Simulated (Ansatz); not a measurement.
## Relaxing Si₂Ag

Method: Ansatz 0.2.0, DFT PBE, scalar-relativistic, plane waves, PAW. Cutoff 420 eV, Γ-centred k mesh, Gaussian smearing, no spin polarisation in the final step.

This is the end of a relaxation of cell and atoms.

```xyz
6
Lattice="3.7508 0.0000 0.0000 0.0000 6.2888 0.0000 0.0000 0.0000 4.7184" Properties=species:S:1:pos:R:3 pbc="T T T"
Si    0.9719    5.5389    2.3592
Si    2.8472    3.8944    0.0000
Si    2.7789    0.7500    2.3592
Si    0.9035    2.3945    0.0000
Ag    1.8754    3.1444    2.3592
Ag    0.0000    0.0000    0.0000
```

Energies over the elements count from the elements' standard structures at the same level, with no empirical corrections.

Question: What space group does it have?

Answer: Pnnm (No. 58). Conventional cell: a = 3.751 Å, b = 6.289 Å, c = 4.718 Å. Si is coordinated by 2 Si at 2.35–2.46 Å and 3 Ag at 2.56–2.66 Å; Ag has 6 Si at 2.56–2.66 Å.

Question: How far does it lie from the elements in energy?

Answer: 0.43 eV/atom.

Question: Is it a metal?

Answer: Yes, bands cross the Fermi level on the 10×6×8 mesh.

The final run used a 10×6×8 mesh on its 6-atom cell and 0.10 eV smearing. For metals, differences of a few meV/atom aren't resolved. The cell came from a trial start, so Si₂Ag may not exist in this structure.

Cost: 3 runs of about 5.3 core-minutes in all, on Arm Neoverse V2 (shared hosts).